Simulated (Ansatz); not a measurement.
SiN⁺, triplet in cc-pVDZ: errors against UCCSDT(Q)

Geometry: that of the SiN, quartet, kept fixed.

```json
{"atom": "Si", "x (Å)": "0.0000", "y (Å)": "0.0000", "z (Å)": "0.0000"}
{"atom": "N", "x (Å)": "0.0000", "y (Å)": "0.0000", "z (Å)": "1.8891"}
```

Basis cc-pVDZ; Ansatz 0.2.0. Only valence electrons are correlated (noble-gas cores frozen), which leaves 8 electrons in 26 orbitals. R marks a restricted (for open shells ROHF) determinant, U an unrestricted one. Active spaces: valence = (8e, 8o) chosen from the atoms' valence shells.

Full CI isn't at hand for all of this; UCCSDT(Q) serves as the reference, and is uncertain by about the last step of the cluster series. The frozen core follows each run's orbitals, which can shift R against U totals by a few meV.

```
UHF ⟨S²⟩                          : 2.023
T1 diagnostic (RCCSD)             : 0.0311
largest doubles amplitude (RCCSD) : 0.069
T1 diagnostic (UCCSD)             : 0.0297
```

Problem. From what is known of these methods and the diagnostics, rank them by the size of their error in total energy against UCCSDT(Q) in cc-pVDZ, smallest first (an estimate: the text doesn't fix the numbers).
A. UCCSD
B. CASSCF (valence space)
C. UHF
D. NEVPT2 (valence space)
E. UCCSD(T)

Solution. E (5.0 kJ/mol), A (19.2 kJ/mol), D (67.0 kJ/mol), B (337.4 kJ/mol), C (502.6 kJ/mol).

All errors are against UCCSDT(Q) in cc-pVDZ. Within each family the higher level lies nearer, as is usual though not guaranteed.

Natural occupations of CASSCF (valence space) about the gap: 1.992 1.962 1.910 0.994 0.994 0.050 0.050 0.047; effectively unpaired electrons, Σ n²(2−n)², 2.06.
